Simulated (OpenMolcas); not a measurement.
# MCPF/pcseg-0 run of CH5AlO (SMILES C[O][AlH2]), part 2 of 2

OpenMolcas 26.06.

**3. The distorted shape at the same level**

job.inp

```
>>> EXPORT MOLCAS_PRINT=2

&GATEWAY
  BASLIB=$CurrDir
  COORD
  8
  angstrom
  C       -0.535223       1.157838      -0.452452
  O       -0.017002      -0.052436      -0.012113
  Al       0.682240      -1.461966       0.539166
  H       -1.187426       1.010217      -1.280502
  H        0.264608       1.830693      -0.725840
  H       -1.054250       1.679758       0.392354
  H        2.092929      -1.485172       1.082623
  H       -0.194254      -2.738791       0.437838
  BASIS=pcseg-0
  GROUP=NoSym

&SEWARD

&SCF
  PRORBITALS=0

&MOTRA
  FROZEN=7

&GUGA
  ELECTRONS=18
  SPIN=1
  INACTIVE=9
  ACTIVE=0
  CIALL=1

&CPF
  MCPF
```

The basis set pcseg-0 is read from a file made from the Basis Set Exchange's data (not shown).

Run with:

```
export MOLCAS_MEM=1860
pymolcas job.inp > job.log
```

Output:

```text
--- Start Module: gateway ---

                                              &GATEWAY

                       available to each process: 1.9 GB of memory, 1 thread

 Basis Set     1 Label: C.PCSEG-0
 Basis set is read from library:.
 basistype.tbl is not found

 Basis Set     2 Label: O.PCSEG-0
 Basis set is read from library:.
 basistype.tbl is not found

 Basis Set     3 Label: AL.PCSEG-0
 Basis set is read from library:.
 basistype.tbl is not found

 Basis Set     4 Label: H.PCSEG-0
 Basis set is read from library:.
 basistype.tbl is not found

++    Symmetry information:
      ---------------------

                    Character Table for C1

                             E
                    a        1  x, y, xy, Rz, z, xz, Ry, yz, Rx, I
--

++    Basis set information:
      ----------------------

      Basis set label: C.PCSEG-0.........

      Electronic valence basis set:
      ------------------
      Associated Effective Charge   6.000000 au
      Associated Actual Charge      6.000000 au
      Nuclear Model: Point charge

      Shell  nPrim  nBasis  Cartesian Spherical Contaminant
         s       6       3        X
         p       3       2        X

      Basis set label: O.PCSEG-0.........

      Electronic valence basis set:
      ------------------
      Associated Effective Charge   8.000000 au
      Associated Actual Charge      8.000000 au
      Nuclear Model: Point charge

      Shell  nPrim  nBasis  Cartesian Spherical Contaminant
         s       6       3        X
         p       3       2        X

      Basis set label: AL.PCSEG-0.........

      Electronic valence basis set:
      ------------------
      Associated Effective Charge  13.000000 au
      Associated Actual Charge     13.000000 au
      Nuclear Model: Point charge

      Shell  nPrim  nBasis  Cartesian Spherical Contaminant
         s       9       4        X
         p       6       3        X

      Basis set label: H.PCSEG-0.........

      Electronic valence basis set:
      ------------------
      Associated Effective Charge   1.000000 au
      Associated Actual Charge      1.000000 au
      Nuclear Model: Point charge

      Shell  nPrim  nBasis  Cartesian Spherical Contaminant
         s       3       2        X
--

++    Molecular structure info:
      -------------------------

                    ************************************************
                    **** Cartesian Coordinates / bohr, angstrom ****
                    ************************************************

     Center  Label                x              y              z                     x              y              z
        1      C1              -1.011425       2.187997      -0.855010             -0.535223       1.157838      -0.452452
        2      O2              -0.032129      -0.099090      -0.022890             -0.017002      -0.052436      -0.012113
        3      AL3              1.289247      -2.762715       1.018876              0.682240      -1.461966       0.539166
[... 4 lines of this table left out ...]
        8      H8              -0.367087      -5.175565       0.827394             -0.194254      -2.738791       0.437838

                    ***************************************
                    *    InterNuclear Distances / bohr    *
                    ***************************************

               1 C1            2 O2            3 AL3           4 H4            5 H5            6 H6
    1 C1       0.000000
    2 O2       2.623396        0.000000
    3 AL3      5.771836        3.150589        0.000000
    4 H4       2.011318        3.830104        6.792121        0.000000
    5 H5       2.041608        3.842648        6.712189        3.321423        0.000000
    6 H6       2.117410        3.891172        6.789190        3.414327        3.279927        0.000000
    7 H7       7.617528        5.244795        2.857131        8.978100        7.929705        8.534784
    8 H8       7.580745        5.158079        2.932908        8.016125        8.952773        8.506966

               7 H7            8 H8
    7 H7       0.000000
    8 H8       5.077183        0.000000

                    *******************************************
                    *    InterNuclear Distances / angstrom    *
                    *******************************************

               1 C1            2 O2            3 AL3           4 H4            5 H5            6 H6
    1 C1       0.000000
    2 O2       1.388242        0.000000
    3 AL3      3.054324        1.667220        0.000000
    4 H4       1.064344        2.026804        3.594236        0.000000
    5 H5       1.080372        2.033442        3.551937        1.757622        0.000000
    6 H6       1.120485        2.059119        3.592684        1.806784        1.735663        0.000000
    7 H7       4.031022        2.775426        1.511928        4.751006        4.196219        4.516413
    8 H8       4.011558        2.729538        1.552028        4.241950        4.737603        4.501693

               7 H7            8 H8
    7 H7       0.000000
    8 H8       2.686729        0.000000

[... 65 lines left out ...]
      Nuclear repulsion energy =  101.01059355
[... 40 lines left out ...]
++ Convergence information
                                   SCF        iterations: Energy and convergence statistics
[... 14 lines left out ...]
       Convergence after  10 Iterations
[... 3 lines left out ...]
 *                                             SCF/KS-DFT Program, Final results                                             *
 *                                                       Final Results                                                       *
[... 36 lines left out ...]
      Dipole Moment (debye):
[... 19 lines left out ...]
      *** WARNING: Default frozen orbitals is overwritten by user input.
[... 17 lines left out ...]
      Nuclear repulsion energy =  101.01059355
[... 103 lines left out ...]
      Nuclear repulsion energy =  101.01059355
[... 68 lines left out ...]
      FORMAL NUMBER OF CONFIGURATIONS   25651
        REAL NUMBER OF CONFIGURATIONS   25651
  NUMBER OF TWO-ELECTRON INTEGRALS:               177310

      STATISTICS FOR INTEGRALS, FIRST ENTRY 10**3-10**4

               0         0         0         0       645
            8617     67429     79471     18781      2145
             203        18         1         0         0
               0         0         0         0         0

      REFERENCE ENERGY     -356.93691066
  ITER      TOTAL ENERGY          CORR ENERGY           DECREASE
   1        -356.93691066           0.00000000        -356.93691066
   2        -357.19191891          -0.25500825          -0.25500825
   3        -357.20718616          -0.27027550          -0.01526725
[... 6 lines of this table left out ...]
  10        -357.20978624          -0.27287557          -0.00000043

     CALCULATION CONVERGED

     FINAL MCPF ENERGY         -357.20978624
     FINAL CORRELATION ENERGY   -0.27287557  REFERENCE ENERGY    -356.93691066
     SUM OF SQUARED CPX(BAR)    0.1228

     FIRST ORDER RELATIVISTIC CORRECTIONS
     MASS-VELOCITY               0.00000000
     1-EL DARWIN CONTACT         0.00000000
     TOTAL REL. CORRECTION       0.00000000
     TOTAL REL. ENERGY        -357.20978624

      PRINTOUT OF CI-COEFFICIENTS LARGER THAN      0.05

      WAVE FUNCTION NOT NORMALIZED

      CONFIGURATION      1   COEFFICIENT  1.000000   REFERENCE

      ORBITALS       0  0  1  2  3  4  5  6  7  8  9
      OCCUPATION     0  0  2  2  2  2  2  2  2  2  2
      SPIN-COUPLING  0  0  3  3  3  3  3  3  3  3  3
      SYMMETRY       0  0  1  1  1  1  1  1  1  1  1

      CONFIGURATION    177   COEFFICIENT -0.069428   DOUBLET

      ORBITALS       0 10  1  2  3  4  5  6  7  8  9
      OCCUPATION     0  1  2  2  2  2  2  2  2  1  2
      SPIN-COUPLING  0  1  3  3  3  3  3  3  3  2  3
      SYMMETRY       0  1  1  1  1  1  1  1  1  1  1

++    Molecular orbitals:
      -------------------

      Title:  MCPF natural orbitals

      Molecular orbitals for symmetry species 1: a

          Orbital            1         2         3         4         5         6         7         8         9        10
          Occ. No.          2.0000    2.0000    2.0000    2.0000    2.0000    2.0000    2.0000    1.9874    1.9806    1.9804

        1 C1     1s        -0.0000    0.0002    0.9872   -0.0001   -0.0001   -0.0000   -0.0003   -0.0805   -0.2104    0.1022
[... 39 lines of this table left out ...]
       41 H8     1s        -0.0001   -0.0004   -0.0001   -0.0002   -0.0037   -0.0000    0.0038    0.0173   -0.0224    0.0610

          Orbital           11        12        13        14        15        16        17        18        19        20
          Occ. No.          1.9760    1.9755    1.9710    1.9677    1.9669    1.9665    0.0306    0.0270    0.0266    0.0246

        1 C1     1s         0.0021   -0.0520    0.0012    0.0177   -0.0090    0.0059    0.0343    0.1663    0.1021   -0.0070
[... 39 lines of this table left out ...]
       41 H8     1s        -0.0722    0.1890   -0.1323    0.1116    0.3647   -0.1735    0.2848    0.0063   -0.1034    0.3834

          Orbital           21        22        23        24        25        26        27        28        29        30
          Occ. No.          0.0202    0.0194    0.0185    0.0143    0.0092    0.0058    0.0052    0.0046    0.0040    0.0039

        1 C1     1s         0.1361    0.1426    0.1998   -0.0075    0.0024   -0.0013   -0.0076   -0.0783   -0.0856   -0.0942
[... 39 lines of this table left out ...]
       41 H8     1s        -0.1171    0.2475   -0.0743    0.0667   -0.4407    0.0936   -0.7130   -0.6786    0.1893    0.6868

          Orbital           31        32        33        34        35        36        37        38        39        40
          Occ. No.          0.0037    0.0028    0.0018    0.0015    0.0009    0.0009    0.0008    0.0005    0.0005    0.0004

        1 C1     1s        -0.0325    0.0021   -0.0442   -0.0074   -0.0002   -0.0083    0.0072    0.0078    0.0954   -0.1464
[... 39 lines of this table left out ...]
       41 H8     1s        -0.3443   -0.0062   -0.3834   -0.0004    1.1584   -0.2658    0.9160    1.6642   -0.4598   -0.1410

          Orbital           41
          Occ. No.          0.0003

        1 C1     1s        -0.0082
        2 C1     1s         0.0887
        3 C1     1s        -0.3879
        4 C1     2px        0.0588
        5 C1     2px       -0.1513
        6 C1     2py       -0.0170
        7 C1     2py        0.0713
        8 C1     2pz       -0.1901
        9 C1     2pz        0.5254
       10 O2     1s         0.0019
       11 O2     1s        -0.0179
       12 O2     1s         0.0588
       13 O2     2px        0.0309
       14 O2     2px       -0.0473
       15 O2     2py       -0.0204
       16 O2     2py        0.0388
       17 O2     2pz       -0.0646
       18 O2     2pz        0.0713
       19 AL3    1s         0.0003
       20 AL3    1s        -0.0016
       21 AL3    1s         0.0103
       22 AL3    1s         0.0037
       23 AL3    2px        0.1515
       24 AL3    2px       -0.4087
       25 AL3    2px        0.3303
       26 AL3    2py       -0.0767
       27 AL3    2py        0.2086
       28 AL3    2py       -0.1715
       29 AL3    2pz       -0.3897
       30 AL3    2pz        1.0476
       31 AL3    2pz       -0.8419
       32 H4     1s        -0.0141
       33 H4     1s         0.4280
       34 H5     1s        -0.0194
       35 H5     1s         0.3293
       36 H6     1s         0.0345
       37 H6     1s        -0.3880
       38 H7     1s         0.0024
       39 H7     1s        -0.0098
       40 H8     1s         0.0031
       41 H8     1s        -0.0112
--

++    Molecular charges:
      ------------------

      Mulliken charges per centre and basis function type
      ---------------------------------------------------

                C1      O2      AL3     H4      H5      H6      H7      H8
      1s       3.2477  3.8388  4.8014  0.8131  0.8197  0.8217  1.3560  1.3484
      2px      1.0566  1.7770  2.4603  0.0000  0.0000  0.0000  0.0000  0.0000
      2pz      1.0786  1.7577  2.2137  0.0000  0.0000  0.0000  0.0000  0.0000
      2py      0.7440  1.5648  2.3005  0.0000  0.0000  0.0000  0.0000  0.0000
      Total    6.1269  8.9383 11.7759  0.8131  0.8197  0.8217  1.3560  1.3484

      N-E     -0.1269 -0.9383  1.2241  0.1869  0.1803  0.1783 -0.3560 -0.3484

      Total electronic charge=   32.000000

      Total            charge=    0.000000
--

++    Molecular properties:
      ---------------------

      Dipole Moment (debye):
      Origin of the operator (angstrom)=    0.1939   -0.4347    0.1471
                   X= -4.0600E-01               Y=  1.6243E+00               Z= -4.4170E-01           Total=  1.7316E+00
      Quadrupole Moment (debye*angstrom):
      Origin of the operator (angstrom)=    0.1939   -0.4347    0.1471
                  XX= -3.0315E+01              XY= -2.0531E+00              XZ= -1.9158E+00              YY= -2.8500E+01
                  YZ=  7.8374E-02              ZZ= -2.4617E+01
      In traceless form (debye*angstrom)
                  XX= -3.7567E+00              XY= -3.0797E+00              XZ= -2.8737E+00              YY= -1.0343E+00
                  YZ=  1.1756E-01              ZZ=  4.7910E+00
--

--- Stop Module: cpf /rc=_RC_ALL_IS_WELL_ ---

.##################.
.# Happy landing! #.
.##################.

    Timing: Wall=2.27 User=1.70 System=0.55
```

It took 2.5 s on 1 thread of Arm Neoverse V1, shared host; peak memory 0.37 GiB.

**4. Summary of results**

What follows sums up all 2 parts.

At MCPF/pcseg-0, 7 core orbitals frozen:

| quantity | value |
| --- | --- |
| first shape: total energy | -357.21209 Eh |
| first shape: dipole moment (mean-field density) | 1.66 D |
| first shape: HOMO energy (Hartree–Fock orbitals) | -10.89 eV |
| first shape: LUMO energy (Hartree–Fock orbitals) | 2.22 eV |
| first shape: HOMO–LUMO gap (Hartree–Fock orbitals) | 13.11 eV |
| first shape: correlation energy (7 core orbitals frozen) | -273.0 mEh |
| distorted shape: total energy | -357.20979 Eh |
| distorted shape: dipole moment (mean-field density) | 1.42 D |
| distorted shape: HOMO energy (Hartree–Fock orbitals) | -10.92 eV |
| distorted shape: LUMO energy (Hartree–Fock orbitals) | 2.14 eV |
| distorted shape: HOMO–LUMO gap (Hartree–Fock orbitals) | 13.07 eV |
| distorted shape: correlation energy (7 core orbitals frozen) | -272.9 mEh |
| energy change with the atoms displaced | 0.063 eV |

With the atoms displaced the energy rises by 0.06 eV (6.0 kJ/mol). The first shape isn't relaxed at this level, so the change isn't measured from a minimum. Mulliken charges (first shape) of the mean-field density run from -1.12 on O2 to +1.47 on Al3; they depend strongly on the basis.
